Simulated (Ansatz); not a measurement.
fcc Pt, treated with r²SCAN+SOC (Ansatz, an electronic-structure program, plane waves, PAW).

Input file:

Ansatz 0.2 input:
```yaml
crystal:
  lattice:
    - [0.0, 1.9709933513, 1.9709933513]
    - [1.9709933513, 0.0, 1.9709933513]
    - [1.9709933513, 1.9709933513, 0.0]
  atoms:
    - { symbol: Pt, position: [0.0, 0.0, 0.0] }
basis:
  ecutwfc: 560
  ecutrho_ratio: 4
  xc_grid: 3
kpoints:
  mp_grid: { grid: [24, 24, 24] }
hamiltonian:
  xc: r2scan
  dispersion: none
  pseudopotentials: { kind: paw }
scf:
  occupations: { method: fermi_dirac, width: 0.05 }
  convergence: { dr2_threshold: 0.0000000001 }
output:
  forces: false
  stress: true
  eigenvalues: true
magnetization:
  noncollinear: true
  spin_orbit: true
```

Excerpt of the program's output:

```
Crystal: 1 atoms, lattice volume = 15.314 Å³
Basis set: ecut = 560 eV, 459 PW (Γ), exchange–correlation on 72×72×72 points (27 copies of the dense FFT grid, shifted against one another)
Bands: 26, of which v1, the nominal top of the filled ones, is band 18 counted from 1 (17 counted from 0)
Symmetry: 48 space group operations + 48 with time reversal
k-points: 413 of 13824
Initial density: superposition of atomic densities (chi_scale 0.1, normalization cell)
Functional: x = r2scan, c = r2scan; τ floored in thin density (d = 2e-4 eV/Å³)
SCF 1 converged in 9 iterations: F = -12511.928989 eV  dr2 = 4.26e-12
SCF converged after 9 iterations
Free energy (F): -12511.928989 eV
Internal energy: -12511.914515 eV  (E = F + TS)
E sigma→0 (E₀):  -12511.921752 eV
Fermi energy:    22.758761 eV
--- Stress (GPa, compression-positive) ---
       -0.049087       0.000000      -0.000000
        0.000000      -0.049087       0.000000
        0.000000      -0.000000      -0.049087
  P = ⅓ Tr σ = -0.0491 GPa (-0.491 kbar)
```

The PAW data were made under PBE.
